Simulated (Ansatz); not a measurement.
**BH₃NO radical: one species, many methods**

The task here is to estimate one member of a computed series from the others.

Method: functionals in def2-TZVPP, the program's frozen cores in correlated methods; program: Ansatz 0.2.0, Gaussian basis.

The runs, in order: LDA (SPW92), PBE-D4, revPBE-D4, BLYP-D4, r2SCAN-D4, B97M-V, PBE0-D4, B3LYP-D4, r2SCANh-D4, r2SCAN0-D4, HSE06-D4, BHLYP-D4, CAM-B3LYP-D4, LC-ωPBE, ωB97X-V, ωB97M-V, B2PLYP, PBE-QIDH; CCSD(T)/def2-SVP; CCSD(T)/def2-TZVPP; MP2/def2-QZVPP; extrapolation to the limit; RPA on PBE.

**The relaxed structure**

All runs share one geometry, relaxed beforehand with PBE0-D4 in a triple-zeta def2 set.

SMILES `N[B]O`, 6 atoms, charge 0, spin multiplicity 2.

Atoms are counted from 1 here; the program's logs count them from 0.

Bond lengths: N1–B2 1.390 Å, N1–H4 1.002 Å, N1–H5 1.010 Å, B2–O3 1.359 Å, O3–H6 0.958 Å. Angles: B2–N1–H4 122.8°, B2–N1–H5 122.6°, H4–N1–H5 114.6°, N1–B2–O3 122.6°, B2–O3–H6 113.3°.

As a file:

```xyz
6

N    -0.7813    0.1846   -0.5604
B     0.0326   -0.4904    0.3415
O     1.2702   -0.0471    0.6846
H    -1.6949   -0.1398   -0.8155
H    -0.4989    1.0427   -1.0120
H     1.7143   -0.6140    1.3157
```

The first run:

Contents of in.yaml:

```yaml
crystal:
  periodic: [false, false, false]
  atoms:
    - {symbol: N, position_ang: [-0.781276, 0.184601, -0.560443]}
    - {symbol: B, position_ang: [0.032635, -0.490365, 0.341535]}
    - {symbol: O, position_ang: [1.270222, -0.047091, 0.684603]}
    - {symbol: H, position_ang: [-1.694852, -0.139815, -0.815473]}
    - {symbol: H, position_ang: [-0.498897, 1.042695, -1.011990]}
    - {symbol: H, position_ang: [1.714268, -0.614025, 1.315670]}
basis:
  gaussian: {orbitals: def2-TZVPP}
magnetization: {spin_polarized: true, initial_magnetization: 1}
hamiltonian: {xc: lda}
output: {orbitals: {seedname: orbitals}}
```

Steps of the session up to this table: LDA; PBE-D4 (GGA); revPBE-D4 (GGA); BLYP-D4 (GGA); r2SCAN-D4 (meta-GGA); B97M-V (meta-GGA); PBE0-D4 (hybrid); B3LYP-D4 (hybrid); r2SCANh-D4 (hybrid); r2SCAN0-D4 (hybrid); HSE06-D4 (hybrid); BHLYP-D4 (hybrid); CAM-B3LYP-D4 (range-separated); LC-ωPBE-D4 (range-separated; the results give it without D4); ωB97X-V (range-separated); ωB97M-V (range-separated); B2PLYP (double hybrid); PBE-QIDH (double hybrid).

One of the session's tables, all rows but one given; the rest of the session is left out.

It belongs to the step «Frontier levels by functional». 

```
  functional  HOMO (eV)  gap (eV)
 LDA (SPW92)      -4.12      1.70
      PBE-D4      -4.16      2.26
   revPBE-D4      -4.14      2.39
     BLYP-D4          ?         ?
   r2SCAN-D4      -4.52      3.26
      B97M-V      -4.16      1.95
     PBE0-D4      -5.46      4.56
    B3LYP-D4      -5.19      3.73
  r2SCANh-D4      -5.00      4.01
  r2SCAN0-D4      -5.73      5.13
    HSE06-D4      -5.05      3.77
    BHLYP-D4      -6.63      6.32
CAM-B3LYP-D4      -6.80      6.54
     LC-ωPBE      -8.29      9.62
     ωB97X-V      -7.72      8.47
     ωB97M-V      -7.34      7.85
```

Q: Estimate the row for BLYP-D4 from the others.

Worked estimate for «HOMO (eV)». Against the share of exact exchange, B3LYP-D4 (0.2, -5.19), BHLYP-D4 (0.5, -6.63) give a slope of -4.80 per unit share; at 0 the line stands at -4.23.

**Answer.** HOMO (eV): -4.00; gap (eV): 1.94. In «HOMO (eV)» the line misses by -0.23.
